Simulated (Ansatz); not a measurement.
Cartesian coordinates (Å):
```xyz
5

C     -0.1538     0.0019    -0.0016
Cl     1.6404    -0.0204     0.0173
H     -0.4943    -0.5991    -0.8394
H     -0.5107    -0.4135     0.9359
H     -0.4816     1.0311    -0.1122
```
Charge 0, spin multiplicity 1.

Calculation: frozen-core CCSD(T)/cc-pVQZ // B3LYP-D3(BJ)/def2-TZVP in Ansatz (a program for electronic structure).

```
Quantity                        Value
----------------------  -------------
HF energy               -499.15452 Ha
MP2 correlation energy    -0.40336 Ha
```

Task: Estimate the CCSD correlation energy, the (T) correction, the total energy and the T1 diagnostic.

Result: 
| Quantity | Value |
|---|---|
| CCSD correlation energy | -0.43068 Ha |
| (T) correction | -0.01779 Ha |
| CCSD(T) total energy | -499.60299 Ha |
| T1 diagnostic | 0.008 |
